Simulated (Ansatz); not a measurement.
```yaml
crystal:
  periodic: [false, false, false]
  atoms:
    - {symbol: Pt, position_ang: [0.000000, 0.000000, 0.000000]}
    - {symbol: S, position_ang: [0.000000, 0.000000, 2.410000]}
basis:
  gaussian: {orbitals: def2-TZVP}
hamiltonian: {xc: pbe0}
relax: {f_tol: 0.004, max_steps: 80}
```

```sh
$ ansatz run in.yaml --threads 1 --pin off --events-out ev --progress --plain --max-ram 2176MiB
```

Steps of the relaxation (energy above the last step; positions in Å, forces in eV/Å):

```
2
step 1, 1084.3 meV
Pt    0.000    0.000    0.000    0.000    0.000    4.277
S     0.000    0.000    2.410    0.000    0.000   -4.277
```

```
2
step 2, 11.9 meV
Pt    0.000    0.000    0.198    0.000    0.000   -0.860
S     0.000    0.000    2.212    0.000    0.000    0.860
```

```
2
step 3, 5.4 meV
Pt    0.000    0.000    0.174    0.000    0.000    0.538
S     0.000    0.000    2.236    0.000    0.000   -0.538
```

```
2
step 5, 0.0 meV
Pt    0.000    0.000    0.184    0.000    0.000    0.000
S     0.000    0.000    2.226    0.000    0.000    0.000
```

Close pairs at the end: Pt1–S2 2.042 Å.

A stationary point of restricted PBE0 after 5 steps (its stability towards spin polarisation wasn't tested). 15 s on 1 thread of Intel Xeon 6975P-C, shared host.
